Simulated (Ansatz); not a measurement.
Fluorite CdF2 was calculated with LDA (plane waves, PAW; Ansatz, an electronic-structure program).

Numerical settings: plane-wave cutoff 520 eV, 8×8×8 k mesh, perturbation theory, scalar-relativistic PAW data made under PBE.

The cell has the measured lattice: a = b = c = 5.388 Å, α = β = γ = 90.00°.

Q: Predict the high-frequency dielectric constant and dielectric constant ε0 (ions relaxed).

A: 
- high-frequency dielectric constant = 2.95
- dielectric constant ε0 (ions relaxed) = 9.54

Measured, for comparison: high-frequency dielectric constant 2.4, static dielectric constant 8.1 (300 K, not corrected to a static lattice; as tabulated in Rakita et al. (2019), arXiv:1907.03971). Computed (rounded) less measured: high-frequency dielectric constant +23 %, static dielectric constant +18 %.

Note: the cell isn't this level's own, so it is under some stress, which shifts stiffness and frequencies.

It cost around 7 core-minutes (rough) of CPU time.
